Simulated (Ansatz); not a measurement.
## One structure, 3 elements: TiRh3, ZrRh3, HfRh3

Plane-wave DFT in Ansatz with scalar-relativistic PAW potentials, cutoff 420 eV, Γ-centred meshes chosen by cell and gap, Gaussian smearing with energies taken to zero width. Every cell was relaxed (cell and atoms) in a run of its own, within the symmetry of its start. Functional: LDA.

All members share space group Pm-3m and the same sites; only the element on one set of sites changes (Ti, Zr, Hf). Members needn't be the stable form of their composition. Energies over the elements, where given, are against the elements' standard states in the same functional (H₂, N₂, O₂ and halogens uncorrected, Hg as a solid). The first member:

Space group Pm-3m (No. 221). a = 3.771 Å, b = 3.771 Å, c = 3.771 Å, α = 90.00°, β = 90.00°, γ = 90.00°
| atom | site | symmetry | x | y | z |
| --- | --- | --- | --- | --- | --- |
| Ti | 1a | m-3m | 0.0000 | 0.0000 | 0.0000 |
| Rh | 3c | 4/mm.m | 0.0000 | 0.5000 | 0.5000 |

How do size, gap and binding change down the group?

```tsv
compound	V (Å³/atom)	a (Å)	energy over elements (eV/atom)
TiRh3	13.40	3.771	-0.655
ZrRh3	14.56	3.876	-0.711
HfRh3	14.42	3.864	-0.748
```

Over the series the volume has no steady trend down the group (least for Ti); all are metallic on the mesh; binding against the elements strengthens. Hf is no larger than Zr here (14.42 against 14.56 Å³/atom), as one expects from the lanthanide contraction and relativistic shrinking of 6s.

Spin-orbit coupling is left out, which matters for the bands of heavy elements.